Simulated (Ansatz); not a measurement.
System: 1T (CdI2-type) TiTe₂. Method: rVV10 in Ansatz (PAW).

Rigid layers of the crystal as relaxed at this level are moved apart or together:

```tsv
run	k mesh	layer repeat (Å)	energy against free layers (meV/Å²)	gap on the mesh (eV)
1	12×12×6	6.2	-22.68	0.000
2	12×12×6	6.35	-26.83	0.000
3	12×12×6	6.5	-28.73	0.000
4	12×12×6	6.7	-28.94	0.000
5	12×12×6	7	-26.54	0.000
6	12×12×6	7.5	-20.56	0.000
7	12×12×4	8.5	-10.27	0.000
8	12×12×4	10.5	-2.77	0.000
```

The lowest energy of these points lies at a layer repeat of 6.70 Å.

Spin–orbit coupling is not included.

Ansatz is a quantum-chemistry and plane-wave program.
